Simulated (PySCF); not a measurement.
A structure optimised at B3LYP-D3(BJ)/def2-TZVPD, used in a PySCF frequency run:

```xyz
2

Na     0.0000     0.0000    -1.5270
Na     0.0000     0.0000     1.5270
```

Question: Write its SMILES, formula and point group.

Answer: [Na][Na], Na₂, D∞h

Question: What are its rotational constants (standard atomic weights)?

Answer: 4.7138 GHz (linear rotor, B only)
